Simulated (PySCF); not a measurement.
**Assigning NMR signals**

Structure with atom numbers: `[CH3:1][CH:2]([CH3:3])[F:4]`. Each H is labelled by its parent atom.

No solvent, non-relativistic, averaged over atoms made equivalent by symmetry, fast rotation or ring inversion, one conformer. Geometry: GFN2-xTB; σ from GIAO-PBE0/pcSseg-1; PySCF 2.14.0 with density-fitted response routines.

Referencing at the same level of theory: $^{13}$C (186.93 ppm), $^{1}$H (31.72 ppm) vs TMS.

(1) Assign these signals to the numbered atoms. $^{13}$C{$^{1}$H} NMR (computed): δ 89.7 (CH), 25.2 (CH3).

(2) Assign these signals to the numbered atoms. $^{1}$H NMR (400 MHz, computed): δ 4.95 (m, 1H), 1.32 (m, 6H).

## Answers

(1) 
```tsv
δ (ppm)	atoms	environment	reason
89.7	C2	sp3 CH bonded to F	the inductive effect lowers its shielding
25.2	C1/C3	methyl carbon	aliphatic region, no heteroatom directly attached
```

(2) 
4.95 → H(C2), hydrogen on an sp3 CH bonded to F: its carbon carries F, which withdraws density
1.32 → H(C1)/H(C3), hydrogen on a methyl carbon

Splittings by $^{19}$F in the carbon and heteronuclear signals aren't shown, as no couplings were computed. Shifts are as computed. Against solution values, carbons near 30 ppm lie about +3 ppm off and those near 130 ppm about +5 ppm. Of 246 compounds with measured shifts, 49 miss one by over three times the rms of a fit or turn the order of signals round; such compounds aren't used in these exercises. Multiplicities follow the n + 1 count of equivalent neighbours, as no J values were calculated; m marks all less simple cases, F and P coupling included.
